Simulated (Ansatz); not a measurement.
The same path of CH4NSi (7 atoms, charge 1, multiplicity 1) was run 3 times with different band settings. Lost on the way: C1–H4. Made: N2–H4.

The calculation used RKS PBE-D4/def2-SVP (Ansatz).

Relaxed end points:

```xyz
7
Properties=species:S:1:pos:R:3
C -0.766 -1.689 0.192
N -0.290 -0.640 0.067
Si 0.480 1.059 -0.121
H -1.217 -2.684 0.309
H -0.045 1.467 -1.454
H -0.092 1.763 1.061
H 1.930 0.724 -0.054
```

```xyz
7
Properties=species:S:1:pos:R:3
C -1.140 -0.943 1.119
N -0.461 -1.042 0.100
Si 0.392 0.789 -0.138
H -0.265 -1.802 -0.583
H -0.183 1.109 -1.474
H -0.162 1.526 1.033
H 1.818 0.363 -0.057
```

Common settings: movable images 7; climbing image yes; spring 5.0 eV/Å²; optimiser quadratic models (default); iteration limit 60; end points relaxed.

| run | start path | force threshold |
| --- | --- | --- |
| 1 | through a guess of the saddle point | 0.03 eV/Å |
| 2 | through a guess of the saddle point | 0.5 eV/Å |
| 3 | straight line | 0.03 eV/Å |

(1) What does each run give, and how far can it be trusted?

Answers

(1) Run 1: converged after 14 iterations, highest image 2.931 eV above the first end. Neighbouring images differ by up to 1.2 eV, so the band resolves the path poorly. A vibrational analysis at the climbing image gives 2 clearly imaginary modes (1186i, 112i cm⁻¹): a point of higher order, so a lower path passes nearby.
Run 2: converged after 11 iterations, highest image 2.933 eV above the first end. The threshold of 0.5 eV/Å is loose, so the images may lie well off the minimum-energy path. Neighbouring images differ by up to 1.3 eV, so the band resolves the path poorly. Another band between the same ends (7 images) ends at a top of the same energy, where a vibrational analysis finds 2 clearly imaginary modes.
Run 3: converged after 12 iterations, highest image 2.917 eV above the first end. The order of the stationary point at the top wasn't checked.
The orbitals stay closed-shell, which can raise the energy where a bond breaks towards radicals; this wasn't checked here. Limits of this set-up: the dipole of an ion depends on the origin.
